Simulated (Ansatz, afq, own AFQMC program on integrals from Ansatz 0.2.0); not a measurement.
InH3⁺, doublet in def2-SVP, levels against full CI

```xyz
4

In    0.0000   -0.0175    0.0177
H     0.0000    2.3343   -0.0513
H     0.0000   -0.2942   -3.6509
H     0.0000   -0.0470    1.6858
```

Basis def2-SVP with its core potentials. Only valence electrons are correlated. AFQMC by an in-house program on the Cholesky factors that Ansatz 0.2.0 writes for its CCSD(T) run. The CISD trial takes its coefficients from CCSD amplitudes. Released means that phaseless walkers are propagated on without the constraint, phases kept. ± is one standard error of the sampling. No spin–orbit coupling.

Determinant: UHF, the one that the program's search chose, which needn't be the lowest solution. The geometry is a point of a scan.

Full CI on the same integrals is exact in this basis and with this determinant's frozen core.

Cautions: no spin-orbit coupling; inner d shell frozen; strong correlation (T1 0.069, weight of the determinant 0.85, largest double 0.14); unrestricted determinant spin contaminated (⟨S²⟩ 1.66 against 0.75); the released energies are still falling, so no released level is given (meV from the phaseless value at times in 1/Eh: -1.3 ± 1.5 at 0.24, -1.9 ± 1.3 at 0.51, -4.6 ± 1.2 at 0.99, -6.1 ± 1.1 at 1.62, -8.5 ± 1.1 at 2.40).

```
T1 diagnostic                               : 0.0694
weight of the determinant in the CISD state : 0.853
⟨S²⟩ of the determinant                     : 1.662
size of the correlated space                : 5 electrons in 32 orbitals
```

```json
{"level": "MP2", "correlation energy (eV)": "-0.7629"}
{"level": "CCSD", "correlation energy (eV)": "-1.2129"}
{"level": "CCSD(T)", "correlation energy (eV)": "-1.2473"}
```

Task: Estimate where phaseless AFQMC with a CISD trial lies against CCSD(T) on the same integrals.

Result: 1.56 ± 0.03 kcal/mol below CCSD(T).

Reference: full CI, correlation energy -1.318 eV. The cautions show a poor starting determinant, so the rows tell how each method copes with it here, and full CI is the sure value.

| level | E − E(reference) (kcal/mol) | share of correlation (%) |
| --- | --- | --- |
| CCSD(T) | 1.63 | 94.64 |
| CCSDT | 0.14 | 99.54 |
| CCSDT(Q) | 0.02 | 99.93 |
| CCSDTQ | 0.00 | 100.00 |
| ph-AFQMC/CISD | 0.07 ± 0.03 | 99.76 |

CCSDT and higher add their correlation energy to the determinant of the CCSD(T) run, since their own runs factorise the integrals more tightly (a shift of under 2 meV). A walk keeps the symmetry of its determinant, which the program's search chose and which needn't be the lowest solution, so a lower state of the same spin and another symmetry isn't excluded.
